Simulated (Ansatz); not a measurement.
**Diborane 1,1-di Cl (B₂H₄Cl₂): single points with varied inputs**

How do the results and run time of diborane 1,1-di Cl (B₂H₄Cl₂) respond when the settings are drawn wide?

Program: Ansatz 0.2.0, Gaussian basis. Level of theory: the settings change from run to run. These are calculated values, not measurements.

1 further run of the same task is left out (it didn't finish).

## (1) The molecule

An earlier PBE0-D4/def2-SVP relaxation fixed the geometry.

8 atoms, charge 0, spin multiplicity 1.

Atoms are counted from 1 here; the program's logs count them from 0.

Bond lengths: B1–Cl2 1.767 Å, B1–Cl3 1.767 Å, B1–H4 1.368 Å, B1–B5 1.773 Å, B1–H8 1.368 Å, H4–B5 1.306 Å, B5–H6 1.201 Å, B5–H7 1.201 Å, B5–H8 1.306 Å. Angles: Cl2–B1–Cl3 119.1°, Cl2–B1–H4 110.2°, Cl2–B1–B5 120.5°, Cl2–B1–H8 110.2°, Cl3–B1–H4 110.2°, Cl3–B1–B5 120.5°, Cl3–B1–H8 110.2°, H4–B1–B5 47.0°, H4–B1–H8 94.0°, B5–B1–H8 47.0°, B1–H4–B5 83.0°, B1–B5–H4 50.0°, B1–B5–H6 117.7°, B1–B5–H7 117.7°, B1–B5–H8 50.0°, H4–B5–H6 107.4°, H4–B5–H7 107.4°, H4–B5–H8 100.0° and more.

## (2) r2SCAN0/cc-pVTZ

This run has density fitting with cc-pVTZ-jkfit, a point charge of 0.50 e beside it.

in.yaml

```yaml
crystal:
  periodic: [false, false, false]
  atoms:
    - {symbol: B, position_ang: [0.504832, 0.353306, -0.531600]}
    - {symbol: Cl, position_ang: [2.248416, 0.084259, -0.425824]}
    - {symbol: Cl, position_ang: [-0.127375, 1.400408, -1.807319]}
    - {symbol: H, position_ang: [-0.159463, -0.842794, -0.528409]}
    - {symbol: B, position_ang: [-0.595125, -0.416573, 0.626477]}
    - {symbol: H, position_ang: [-1.770107, -0.199325, 0.508841]}
    - {symbol: H, position_ang: [-0.112335, -1.117889, 1.473054]}
    - {symbol: H, position_ang: [0.011167, 0.738618, 0.684781]}
basis:
  gaussian: {orbitals: cc-pVTZ, fitting: {mean_field: cc-pVTZ-jkfit}, point_charges: [{charge: 0.50, position_ang: [5.294, 0.672, 0.024]}]}
hamiltonian: {xc: {name: r2SCAN0}}
scf: {omitted_lower_state_checks: [starts]}
```

Command:

```sh
$ ansatz run in.yaml --threads 4 --pin off --events-out ev --progress --plain --max-ram 3916MiB
```

Standard output:

```text
Functional definition: r2SCAN0
  name "r2SCAN0"
  cite "Bursch, Neugebauer, Ehlert & Grimme, J. Chem. Phys. 156, 134105 (2022) doi:10.1063/5.0086040"
  cite "Furness, Kaplan, Ning, Perdew & Sun, J. Phys. Chem. Lett. 11, 8208 (2020) doi:10.1021/acs.jpclett.0c02405"
  cite "Furness, Kaplan, Ning, Perdew & Sun, J. Phys. Chem. Lett. 11, 9248 (2020) doi:10.1021/acs.jpclett.0c03077"
  parent r2scan
  parameter a = 0.25
  parameter k0 = 0.174
  parameter k1 = 0.065
  parameter a1 = 4.9479
  exchange = (1 - a)*r2scan_x(k0 = k0, k1 = k1, a1 = a1) + a*exact_x
  correlation = r2scan_c
these checks for a lower state are left out or cut short: starts
520 factors; integrals over basis functions are off by at most 7.1e-1 eV
mean field evaluation 1: about -26461.9601 eV, gradient 2.4e1 eV
mean field evaluation 2: about -26462.5590 eV, gradient 1.9e1 eV
mean field evaluation 4: about -26463.6882 eV, gradient 1.1e0 eV
mean field evaluation 8: about -26463.6946 eV, gradient 1.6e-2 eV
mean field -26463.69462035 eV, -972.5228395615 hartree, gradient 3.2e-5 eV, S^2 0.000000; 0 other end points of the search recorded, 0 dependent functions left out
reference -26463.69462881 eV, -972.5228398722 hartree; 24, 24 occupied and 160, 160 virtual orbitals, 520 factors
Total energy: -26463.69462881 eV, -972.5228398722 hartree
Checks for a lower state left out: starts
```

Run time: 6 s. Hardware: 4 threads of Intel Xeon at 2.50GHz, shared host.

## (3) PBE0/6-31++G**

Set apart from the defaults: finite nuclei.

Edit in.yaml of step 2 so:

```diff
@@ -12,4 +12,4 @@
 basis:
-  gaussian: {orbitals: cc-pVTZ, fitting: {mean_field: cc-pVTZ-jkfit}, point_charges: [{charge: 0.50, position_ang: [5.294, 0.672, 0.024]}]}
-hamiltonian: {xc: {name: r2SCAN0}}
+  gaussian: {orbitals: "6-31++G**", nuclear_model: gaussian}
+hamiltonian: {xc: {name: PBE0}}
 scf: {omitted_lower_state_checks: [starts]}
```

The command is unchanged.

Standard output:

```text
Functional definition: PBE0
  name "PBE0"
  cite "Adamo & Barone, J. Chem. Phys. 110, 6158 (1999) doi:10.1063/1.478522"
  cite "Perdew, Burke & Ernzerhof, Phys. Rev. Lett. 77, 3865 (1996) doi:10.1103/PhysRevLett.77.3865"
  parent pbe
  parameter a = 0.25
  parameter kappa = 0.804
  parameter beta = 0.06672455060314922
  exchange = (1 - a)*pbe_x(kappa = kappa, mu = beta*pi^2/3) + a*exact_x
  correlation = pbe_c(beta = beta)
these checks for a lower state are left out or cut short: starts
1120 factors; their error is unknown
mean field evaluation 1: about -26450.4340 eV, gradient 3.2e1 eV
mean field evaluation 2: about -26450.8338 eV, gradient 3.0e1 eV
mean field evaluation 4: about -26453.6393 eV, gradient 1.6e0 eV
mean field evaluation 8: about -26453.8140 eV, gradient 3.9e-2 eV
mean field -26453.81401314 eV, -972.1597339438 hartree, gradient 5.6e-5 eV, S^2 0.000000; 0 other end points of the search recorded, 0 dependent functions left out
reference -26453.81407648 eV, -972.1597362716 hartree; 24, 24 occupied and 84, 84 virtual orbitals, 1120 factors
Total energy: -26453.81407648 eV, -972.1597362716 hartree
Checks for a lower state left out: starts
```

Run time: 2.4 s. Hardware: 4 threads of Intel Xeon at 2.50GHz, shared host.

## (4) wB97X-V/def2-TZVP

Set apart from the defaults: density fitting with def2-universal-jkfit.

Edit in.yaml of step 3 so:

```diff
@@ -12,4 +12,5 @@
 basis:
-  gaussian: {orbitals: "6-31++G**", nuclear_model: gaussian}
-hamiltonian: {xc: {name: PBE0}}
+  gaussian: {orbitals: def2-TZVP, fitting: {mean_field: def2-universal-jkfit}}
+hamiltonian: {xc: {name: wB97X-V}}
 scf: {omitted_lower_state_checks: [starts]}
+output: {forces: true}
```

The command is unchanged.

Standard output, cut to the lines that bear on the results:

```text
Functional definition: wB97X-V
  name "wB97X-V"
  cite "Mardirossian & Head-Gordon, Phys. Chem. Chem. Phys. 16, 9904 (2014) doi:10.1039/C3CP54374A"
  cite "Becke, J. Chem. Phys. 107, 8554 (1997) doi:10.1063/1.475007"
  cite "Vydrov & Van Voorhis, J. Chem. Phys. 133, 244103 (2010) doi:10.1063/1.3521275"
[...]
      + integral(e_c_pw_opposite_spin*poly(b97_u_opposite, cos0, cos1)) + vv10(b, c)
[...]
478 factors; integrals over basis functions are off by at most 4.1e-1 eV
478 factors; integrals over basis functions are off by at most 1.6e-6 eV
[...]
mean field -26462.02896137 eV, -972.4616277228 hartree, gradient 2.0e-5 eV, S^2 0.000000; 0 other end points of the search recorded, 0 dependent functions left out
[...]
reference -26462.02895938 eV, -972.4616276498 hartree; 24, 24 occupied and 136, 136 virtual orbitals, 478 factors
Total energy: -26462.02895938 eV, -972.4616276498 hartree
Atom 0 at     0.504832     0.353306    -0.531600 Å, force    -0.127617    -0.089379     0.135892 eV/Å
Atom 1 at     2.248416     0.084259    -0.425824 Å, force     0.019302    -0.011018     0.010969 eV/Å
Atom 2 at    -0.127375     1.400408    -1.807319 Å, force    -0.019556     0.010422    -0.011500 eV/Å
Atom 3 at    -0.159463    -0.842794    -0.528409 Å, force     0.046203     0.143202     0.056295 eV/Å
Atom 4 at    -0.595125    -0.416573     0.626477 Å, force    -0.103584    -0.071127     0.110483 eV/Å
Atom 5 at    -1.770107    -0.199325     0.508841 Å, force     0.270986    -0.046848     0.022063 eV/Å
Atom 6 at    -0.112335    -1.117889     1.473054 Å, force    -0.105528     0.161800    -0.196973 eV/Å
Atom 7 at     0.011167     0.738618     0.684781 Å, force     0.019794    -0.097052    -0.127228 eV/Å
Dipole moment:    -0.111641    -0.078175     0.117499 e Å
Checks for a lower state left out: starts
```

It took 8.5 s on 4 threads of Intel Xeon at 2.50GHz, shared host.

Largest force 0.276 eV/Å, dipole 0.86 D.

## (5) wB97/aug-cc-pVDZ

Edit in.yaml of step 4 so:

```diff
@@ -12,4 +12,4 @@
 basis:
-  gaussian: {orbitals: def2-TZVP, fitting: {mean_field: def2-universal-jkfit}}
-hamiltonian: {xc: {name: wB97X-V}}
+  gaussian: {orbitals: aug-cc-pVDZ}
+hamiltonian: {xc: {name: wB97}}
 scf: {omitted_lower_state_checks: [starts]}
```

Launched as before.

Standard output, cut to the lines that bear on the results:

```text
Functional definition: wB97
  name "wB97"
  cite "Chai & Head-Gordon, J. Chem. Phys. 128, 084106 (2008) doi:10.1063/1.2834918"
  cite "Becke, J. Chem. Phys. 107, 8554 (1997) doi:10.1063/1.475007"
[...]
  # The coefficients of nought are those of the uniform gas.
[...]
      + integral(e_c_pw_opposite_spin*poly(b97_u_opposite, 1, cos1, cos2, cos3, cos4))
[...]
1312 factors; their error is unknown
614 factors; integrals over basis functions are off by at most 2.3e-5 eV
[...]
mean field -26464.82320686 eV, -972.5643143506 hartree, gradient 1.5e-5 eV, S^2 0.000000; 0 other end points of the search recorded, 0 dependent functions left out
[...]
reference -26464.82318785 eV, -972.5643136520 hartree; 24, 24 occupied and 112, 112 virtual orbitals, 1312 factors
Total energy: -26464.82318785 eV, -972.5643136520 hartree
Atom 0 at     0.504832     0.353306    -0.531600 Å, force    -0.194870    -0.136510     0.206636 eV/Å
Atom 1 at     2.248416     0.084259    -0.425824 Å, force     0.188246    -0.035378     0.018995 eV/Å
Atom 2 at    -0.127375     1.400408    -1.807319 Å, force    -0.078098     0.112109    -0.135785 eV/Å
Atom 3 at    -0.159463    -0.842794    -0.528409 Å, force     0.051391    -0.006224    -0.094897 eV/Å
Atom 4 at    -0.595125    -0.416573     0.626477 Å, force    -0.082448    -0.056318     0.088197 eV/Å
Atom 5 at    -1.770107    -0.199325     0.508841 Å, force     0.056895     0.002655    -0.012294 eV/Å
Atom 6 at    -0.112335    -1.117889     1.473054 Å, force    -0.001741     0.035177    -0.046454 eV/Å
Atom 7 at     0.011167     0.738618     0.684781 Å, force     0.060625     0.084489    -0.024398 eV/Å
Dipole moment:    -0.132344    -0.092670     0.139297 e Å
Checks for a lower state left out: starts
```

Wall time 8.6 s (4 threads of Intel Xeon at 2.50GHz, shared host).

Largest force 0.315 eV/Å, dipole 1.02 D.

## (6) All runs side by side

| level | charge | multiplicity | geometry | functions | energy (eV) | time |
| --- | --- | --- | --- | --- | --- | --- |
| r2SCAN0/cc-pVTZ | 0 | 1 | relaxed, point charge | 184 | -26463.695 | 6 s |
| PBE0/6-31++G** | 0 | 1 | relaxed | 108 | -26453.814 | 2.4 s |
| wB97X-V/def2-TZVP | 0 | 1 | relaxed | 160 | -26462.029 | 8.5 s |
| wB97/aug-cc-pVDZ | 0 | 1 | relaxed | 136 | -26464.823 | 8.6 s |

## (7) Summary of results

| quantity | value |
| --- | --- |
| runs | 4 |
| quickest | PBE0/6-31++G**, 2.4 s |
| slowest | wB97/aug-cc-pVDZ, 8.6 s |
| spread of total energies, same state and geometry | 11.0 eV |
| dipole, same state and geometry | 0.86 to 1.02 D |

**Reading.** wB97/aug-cc-pVDZ took 4 times as long as PBE0/6-31++G**. The jobs differ in tasks and options as well as level. Total energies at one charge and spin differ by 11 eV between levels, so only differences within one level mean anything. At the PBE0-D4/def2-SVP geometry and in the same state, runs without warnings or point charges leave forces up to 0.32 eV/Å (wB97/aug-cc-pVDZ).
